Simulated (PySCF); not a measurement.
# QCISD(T)/STO-6G run of PH3S (SMILES [PH3]=S)

Aim: the energy change on altering one bond length of PH3S at QCISD(T)/STO-6G, from 2 runs. 

The results are computed with PySCF 2.14.0.

11 further runs of the same task are left out: 1 that didn't finish, 10 set aside as unsound or not needed.

### Step 1. The system as given

PH3S has 5 atoms, charge 0, and is taken as a singlet. As SMILES, `[PH3]=S`. The coordinates come from a GFN2-xTB relaxation.

Bond lengths: P1–S2 1.914 Å, P1–H3 1.394 Å, P1–H4 1.394 Å, P1–H5 1.394 Å. Angles: S2–P1–H3 118.2°, S2–P1–H4 118.2°, S2–P1–H5 118.2°, H3–P1–H4 99.6°, H3–P1–H5 99.4°, H4–P1–H5 99.4°.

### Step 2. A single-point energy at QCISD(T)/STO-6G

The input, calc.py:

```python
# [PH3]=S
from pyscf import gto, scf, cc

mol = gto.M(
    atom=[
    ('P', (0.007920, -0.006600, 0.007660)),
    ('S', (1.261690, -0.941140, 1.111260)),
    ('H', (-1.166840, 0.461930, 0.594540)),
    ('H', (-0.532470, -0.676580, -1.089190)),
    ('H', (0.429710, 1.162380, -0.624270)),
],
    max_memory=1860,
    verbose=4,
    basis='sto-6g',
)

mf = scf.RHF(mol)
mf.conv_tol = 1e-10
mf.kernel()
if not mf.converged:
    mf = mf.newton().run(mf.mo_coeff, mf.mo_occ)

mycc = cc.QCISD(mf, frozen=10)
mycc.kernel()
e_t = mycc.qcisd_t()
energy = mycc.e_tot + e_t
print('E(%s) = %.9f' % ('QCISD(T)', energy))
```

Launch:

```console
$ OMP_NUM_THREADS=1 python calc.py
```

The program printed:

```text
PySCF version 2.14.0

[INPUT] num. atoms = 5
[INPUT] num. electrons = 34
[INPUT] charge = 0
[INPUT] spin (= nelec alpha-beta = 2S) = 0
[INPUT] symmetry False subgroup None
[INPUT] Mole.unit = angstrom
[INPUT] Symbol           X                Y                Z      unit          X                Y                Z       unit  Magmom
[INPUT]  1 P      0.007920000000  -0.006600000000   0.007660000000 AA    0.014966630907  -0.012472192422   0.014475302114 Bohr   0.0
[INPUT]  2 S      1.261690000000  -0.941140000000   1.111260000000 AA    2.384248554102  -1.778496844873   2.099977053184 Bohr   0.0
[INPUT]  3 H     -1.166840000000   0.461930000000   0.594540000000 AA   -2.205008031187   0.872921188720   1.123517770099 Bohr   0.0
[INPUT]  4 H     -0.532470000000  -0.676580000000  -1.089190000000 AA   -1.006222469547  -1.278550901358  -2.058270797615 Bohr   0.0
[INPUT]  5 H      0.429710000000   1.162380000000  -0.624270000000 AA    0.812034212987   2.196579852672  -1.179699327782 Bohr   0.0

nuclear repulsion = 93.0892713525014
number of shells = 13
number of NR pGTOs = 126
number of NR cGTOs = 21
basis = sto-6g
ecp = {}

******** <class 'pyscf.scf.hf.RHF'> ********
method = RHF
initial guess = minao
damping factor = 0
level_shift factor = 0
DIIS = <class 'pyscf.scf.diis.CDIIS'>
diis_start_cycle = 1
diis_space = 8
diis_damp = 0
SCF conv_tol = 1e-10
SCF conv_tol_grad = None
SCF max_cycles = 50
direct_scf = True
direct_scf_tol = 1e-13
Set gradient conv threshold to 1e-05
Initial guess from minao.
init E= -737.296255079276
  HOMO = -0.257419103504258  LUMO = 0.245078629497212  gap/eV = 13.67366
cycle= 1 E= -737.256193060106  delta_E= 0.0401  |g|= 0.424  |ddm|= 2.61
  HOMO = -0.0777161827565047  LUMO = 0.368226900563629  gap/eV = 12.13473
cycle= 2 E= -737.346798851707  delta_E= -0.0906  |g|= 0.138  |ddm|= 1.38
  HOMO = -0.165127207036907  LUMO = 0.432783267490691  gap/eV = 16.26997
cycle= 3 E= -737.356700148758  delta_E= -0.0099  |g|= 0.0319  |ddm|= 0.356
  HOMO = -0.17362424683624  LUMO = 0.433160450481941  gap/eV = 16.51145
cycle= 4 E= -737.357691642033  delta_E= -0.000991  |g|= 0.00595  |ddm|= 0.134
  HOMO = -0.170750433645323  LUMO = 0.432931984586986  gap/eV = 16.42704
cycle= 5 E= -737.35773306804  delta_E= -4.14e-05  |g|= 0.000482  |ddm|= 0.0352
  HOMO = -0.170773012029609  LUMO = 0.433088470510491  gap/eV = 16.43191
cycle= 6 E= -737.357733217783  delta_E= -1.5e-07  |g|= 6.37e-05  |ddm|= 0.0017
  HOMO = -0.170790541923051  LUMO = 0.433075088463302  gap/eV = 16.43202
cycle= 7 E= -737.357733220779  delta_E= -3e-09  |g|= 6.78e-06  |ddm|= 0.000318
  HOMO = -0.17079363126372  LUMO = 0.433077223465333  gap/eV = 16.43216
cycle= 8 E= -737.357733220813  delta_E= -3.44e-11  |g|= 1.06e-06  |ddm|= 3.17e-05
  HOMO = -0.170793122662105  LUMO = 0.433076815621055  gap/eV = 16.43214
Extra cycle  E= -737.357733220814  delta_E= -4.55e-13  |g|= 4.19e-07  |ddm|= 3.6e-06
converged SCF energy = -737.357733220814

******** <class 'pyscf.cc.qcisd.QCISD'> ********
QCISD nocc = 7, nmo = 11
frozen orbitals 10
max_cycle = 50
direct = 0
conv_tol = 1e-07
conv_tol_normt = 1e-05
diis_space = 6
diis_start_cycle = 0
diis_start_energy_diff = 1e+09
Init t2, MP2 energy = -737.419100223055  E_corr(MP2) -0.0613670022417112
Init E_corr(QCISD) = -0.0613670022418232
cycle = 1  E_corr(QCISD) = -0.0758225711095929  dE = -0.0144555689  norm(t1,t2) = 0.0509884
cycle = 2  E_corr(QCISD) = -0.082016635039147  dE = -0.00619406393  norm(t1,t2) = 0.019001
cycle = 3  E_corr(QCISD) = -0.084526855524135  dE = -0.00251022048  norm(t1,t2) = 0.00966091
cycle = 4  E_corr(QCISD) = -0.0856917747448252  dE = -0.00116491922  norm(t1,t2) = 0.00373912
cycle = 5  E_corr(QCISD) = -0.0855856292550474  dE = 0.00010614549  norm(t1,t2) = 0.00133494
cycle = 6  E_corr(QCISD) = -0.0855913531706129  dE = -5.72391557e-06  norm(t1,t2) = 0.000165933
cycle = 7  E_corr(QCISD) = -0.0855893320421955  dE = 2.02112842e-06  norm(t1,t2) = 5.6996e-05
cycle = 8  E_corr(QCISD) = -0.0855891751385188  dE = 1.56903677e-07  norm(t1,t2) = 1.40734e-05
cycle = 9  E_corr(QCISD) = -0.0855890699141959  dE = 1.05224323e-07  norm(t1,t2) = 3.5403e-06
cycle = 10  E_corr(QCISD) = -0.0855890603073309  dE = 9.60686498e-09  norm(t1,t2) = 5.25345e-07
QCISD converged
E(QCISD) = -737.443322281121  E_corr = -0.08558906030733093
QCISD(T) correction = -0.00156770598649397
E(QCISD(T)) = -737.444889987
```

It took 0.81 s on 1 thread of Arm Neoverse V2, shared host; peak memory 0.1 GiB.

### Step 3. The distorted shape, same level

The input, job.py:

```python
from pyscf import gto, cc

molecule = gto.M(
    atom='''
P       -0.498225      -1.409367       0.765971
S        0.755545      -2.343907       1.869571
H       -1.672985      -0.940837       1.352851
H       -1.038615      -2.079347      -0.330879
H        0.429710       1.162380      -0.624270
''',
    charge=0,
    basis='sto-6g',
    spin=0,
    verbose=4,
    max_memory=1860,
)

mf = molecule.RHF()
mf.conv_tol = 1e-10
mf.kernel()
if not mf.converged:
    mf = mf.newton().run(mf.mo_coeff, mf.mo_occ)

mycc = cc.QCISD(mf, frozen=10)
mycc.kernel()
e_t = mycc.qcisd_t()
e_final = mycc.e_tot + e_t
print(f'total energy: {e_final:.8f} hartree')
```

Launch:

```console
$ OMP_NUM_THREADS=1 python job.py
```

The program printed:

```text
PySCF version 2.14.0

[INPUT] num. atoms = 5
[INPUT] num. electrons = 34
[INPUT] charge = 0
[INPUT] spin (= nelec alpha-beta = 2S) = 0
[INPUT] symmetry False subgroup None
[INPUT] Mole.unit = angstrom
[INPUT] Symbol           X                Y                Z      unit          X                Y                Z       unit  Magmom
[INPUT]  1 P     -0.498225000000  -1.409367000000   0.765971000000 AA   -0.941508798411  -2.663317639000   1.447475409359 Bohr   0.0
[INPUT]  2 S      0.755545000000  -2.343907000000   1.869571000000 AA    1.427773124785  -4.429342291451   3.532977160429 Bohr   0.0
[INPUT]  3 H     -1.672985000000  -0.940837000000   1.352851000000 AA   -3.161483460505  -1.777924257857   2.556517877344 Bohr   0.0
[INPUT]  4 H     -1.038615000000  -2.079347000000  -0.330879000000 AA   -1.962697898865  -3.929396347936  -0.625270690370 Bohr   0.0
[INPUT]  5 H      0.429710000000   1.162380000000  -0.624270000000 AA    0.812034212987   2.196579852672  -1.179699327782 Bohr   0.0

nuclear repulsion = 88.7751490975176
number of shells = 13
number of NR pGTOs = 126
number of NR cGTOs = 21
basis = sto-6g
ecp = {}

******** <class 'pyscf.scf.hf.RHF'> ********
method = RHF
initial guess = minao
damping factor = 0
level_shift factor = 0
DIIS = <class 'pyscf.scf.diis.CDIIS'>
diis_start_cycle = 1
diis_space = 8
diis_damp = 0
SCF conv_tol = 1e-10
SCF conv_tol_grad = None
SCF max_cycles = 50
direct_scf = True
direct_scf_tol = 1e-13
Set gradient conv threshold to 1e-05
[... 1 set-up line as earlier in the session ...]
init E= -736.911543827037
  HOMO = -0.163778008689468  LUMO = -0.0939879369283198  gap/eV = 1.89908
cycle= 1 E= -736.980173548072  delta_E= -0.0686  |g|= 0.436  |ddm|=  2.7
  HOMO = -0.0896449329475686  LUMO = 0.0648729857016733  gap/eV = 4.20465
cycle= 2 E= -737.06282243704  delta_E= -0.0826  |g|= 0.243  |ddm|= 1.51
  HOMO = -0.12909351007838  LUMO = 0.0558133561308056  gap/eV = 5.03157
cycle= 3 E= -737.091689143538  delta_E= -0.0289  |g|= 0.0538  |ddm|= 0.626
  HOMO = -0.122302029759718  LUMO = 0.0626880977644869  gap/eV = 5.03384
cycle= 4 E= -737.092171535517  delta_E= -0.000482  |g|= 0.0458  |ddm|= 0.288
  HOMO = -0.129824429996785  LUMO = 0.0588183535444798  gap/eV = 5.13323
cycle= 5 E= -737.094127651501  delta_E= -0.00196  |g|= 0.00707  |ddm|= 0.167
  HOMO = -0.12853433801991  LUMO = 0.0588624114651574  gap/eV = 5.09933
cycle= 6 E= -737.094176270422  delta_E= -4.86e-05  |g|= 0.00225  |ddm|= 0.0243
  HOMO = -0.127905305006445  LUMO = 0.0591561901461869  gap/eV = 5.09020
cycle= 7 E= -737.094181343331  delta_E= -5.07e-06  |g|= 0.00044  |ddm|= 0.00901
  HOMO = -0.127910956188534  LUMO = 0.0591389136967115  gap/eV = 5.08989
cycle= 8 E= -737.09418163502  delta_E= -2.92e-07  |g|= 5e-05  |ddm|= 0.00295
  HOMO = -0.127896529630253  LUMO = 0.059133243403777  gap/eV = 5.08934
cycle= 9 E= -737.094181638235  delta_E= -3.22e-09  |g|= 1.64e-05  |ddm|= 0.000223
  HOMO = -0.127897864700449  LUMO = 0.0591355151595543  gap/eV = 5.08944
cycle= 10 E= -737.094181638723  delta_E= -4.88e-10  |g|= 3.89e-06  |ddm|= 0.00012
  HOMO = -0.127897257640375  LUMO = 0.0591340442137805  gap/eV = 5.08938
cycle= 11 E= -737.09418163875  delta_E= -2.67e-11  |g|= 2.98e-07  |ddm|= 2.71e-05
  HOMO = -0.127897277325638  LUMO = 0.05913417938356  gap/eV = 5.08939
Extra cycle  E= -737.094181638749  delta_E= 1.02e-12  |g|= 1.26e-07  |ddm|= 9.02e-07
converged SCF energy = -737.094181638749

******** <class 'pyscf.cc.qcisd.QCISD'> ********
QCISD nocc = 7, nmo = 11
frozen orbitals 10
max_cycle = 50
direct = 0
conv_tol = 1e-07
conv_tol_normt = 1e-05
diis_space = 6
diis_start_cycle = 0
diis_start_energy_diff = 1e+09
Init t2, MP2 energy = -737.287121257331  E_corr(MP2) -0.192939618582083
Init E_corr(QCISD) = -0.192939618582101
cycle = 1  E_corr(QCISD) = -0.224770173321636  dE = -0.0318305547  norm(t1,t2) = 0.204643
cycle = 2  E_corr(QCISD) = -0.243337524848057  dE = -0.0185673515  norm(t1,t2) = 0.0966494
cycle = 3  E_corr(QCISD) = -0.242581860322255  dE = 0.000755664526  norm(t1,t2) = 0.0389264
cycle = 4  E_corr(QCISD) = -0.248588066804012  dE = -0.00600620648  norm(t1,t2) = 0.0296167
cycle = 5  E_corr(QCISD) = -0.248086483303879  dE = 0.0005015835  norm(t1,t2) = 0.00923307
cycle = 6  E_corr(QCISD) = -0.248559283007969  dE = -0.000472799704  norm(t1,t2) = 0.00444741
cycle = 7  E_corr(QCISD) = -0.248670836401114  dE = -0.000111553393  norm(t1,t2) = 0.00209819
cycle = 8  E_corr(QCISD) = -0.24862850061418  dE = 4.23357869e-05  norm(t1,t2) = 0.00085041
cycle = 9  E_corr(QCISD) = -0.248628854168177  dE = -3.53553997e-07  norm(t1,t2) = 0.00031739
cycle = 10  E_corr(QCISD) = -0.248631150876659  dE = -2.29670848e-06  norm(t1,t2) = 7.27957e-05
cycle = 11  E_corr(QCISD) = -0.248634731878679  dE = -3.58100202e-06  norm(t1,t2) = 3.06588e-05
cycle = 12  E_corr(QCISD) = -0.248634784293141  dE = -5.24144614e-08  norm(t1,t2) = 1.23774e-05
cycle = 13  E_corr(QCISD) = -0.248635116353196  dE = -3.32060056e-07  norm(t1,t2) = 4.31335e-06
cycle = 14  E_corr(QCISD) = -0.248635045366326  dE = 7.09868708e-08  norm(t1,t2) = 1.93775e-06
QCISD converged
E(QCISD) = -737.3428166841154  E_corr = -0.2486350453663257
QCISD(T) correction = -0.0180417872171347
total energy: -737.36085847 hartree
```

Wall time 0.89 s (1 thread of Arm Neoverse V2, shared host); peak memory 0.12 GiB.

### Step 4. Results

At QCISD(T)/STO-6G, 10 core orbitals frozen:

```
                                                         quantity          value
                                        first shape: total energy  -737.44489 Eh
                first shape: dipole moment (Hartree–Fock density)         4.41 D
                 first shape: HOMO energy (Hartree–Fock orbitals)       -4.65 eV
                 first shape: LUMO energy (Hartree–Fock orbitals)       11.78 eV
               first shape: HOMO–LUMO gap (Hartree–Fock orbitals)       16.43 eV
        first shape: correlation energy (10 core orbitals frozen)      -87.2 mEh
                                      first shape: (T) correction      -1.57 mEh
                                       first shape: T1 diagnostic          0.015
                                    distorted shape: total energy  -737.36086 Eh
            distorted shape: dipole moment (Hartree–Fock density)         2.67 D
             distorted shape: HOMO energy (Hartree–Fock orbitals)       -3.48 eV
             distorted shape: LUMO energy (Hartree–Fock orbitals)        1.61 eV
           distorted shape: HOMO–LUMO gap (Hartree–Fock orbitals)        5.09 eV
    distorted shape: correlation energy (10 core orbitals frozen)     -266.7 mEh
                                  distorted shape: (T) correction     -18.04 mEh
                                   distorted shape: T1 diagnostic          0.047
energy change with the P1–H5 bond stretched from 1.394 to 3.067 Å       2.287 eV
```

What this shows: One bond (distorted shape) is far stretched, which a spin-restricted single reference describes badly; perturbation theory on it can break down and give far too much correlation. With the P1–H5 bond stretched from 1.394 to 3.067 Å the energy rises by 2.29 eV (53 kcal/mol). The first shape isn't relaxed at this level, so the change isn't measured from a minimum. A restricted reference can't describe the breaking bond well at this length. The minimal basis adds a large error of its own. The triples (first shape) make up 1.8 % of the correlation energy. The T1 diagnostic (distorted shape) of 0.047 is above the customary mark for such species, so a single reference may not serve. The triples (distorted shape) make up 6.8 % of the correlation energy.
